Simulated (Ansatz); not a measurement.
Rock-salt SnTe (cubic form, which distorts at low temperature), treated with LDA (PAW; Ansatz, an electronic-structure program).

Run with plane-wave cutoff 520 eV, 12×12×12 k mesh, perturbation theory, force constants from a 4×4×4 q mesh, scalar-relativistic PAW data made under PBE.

Question: Predict the zone-centre TO phonon frequency and zero-point energy.

Answer: 
- zone-centre TO phonon frequency: 29 cm⁻¹
- zero-point energy: 0.015 eV/atom

Note: symmetry holds this phase in the static calculation, where it need not be a minimum.

Spin–orbit coupling is not included.
